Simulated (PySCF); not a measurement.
```xyz
4
charge 0 multiplicity 1, angstrom
Al    0.0079    0.0000    0.0580
O    -0.0311    0.0000    1.6529
O    -0.0241    0.0000   -1.6081
H     0.6705    0.0000   -2.2619
```

Method: PySCF, PBE0, basis Al def2-TZVP, O def2-TZVP, H def2-TZVP (no relativity, density fitting).

This geometry of AlO(OH) is a stationary point at this level.

Task: What is the point group?

Result: Cs.

Task: Is it a minimum?

Result: Yes: all harmonic wavenumbers are real.

Task: List the harmonic modes with their infrared intensities.

Result: 
```
symmetry  ω (cm⁻¹)  IR (km/mol)
      a'       207         61.2
     a''       216         67.5
      a'       474          168
      a'       783          6.8
      a'      1190          108
      a'      3991          162
```

Task: What are the dipole moment and the gap between the highest occupied and lowest empty levels?

Result: 5.30 D and 5.22 eV.

Task: Give the atomic charges and bond orders.

Result: 
```csv
atom,Mulliken,Löwdin,polar tensor,Mayer order to Al1
Al1,0.68,0.18,1.22,–
O2,-0.50,-0.27,-0.75,2.22
O3,-0.51,-0.10,-0.81,1.24
H4,0.34,0.19,0.33,0.03
```
Other Mayer orders above 0.3: O–H 0.87.

Other isomers or separated fragments may lie lower.
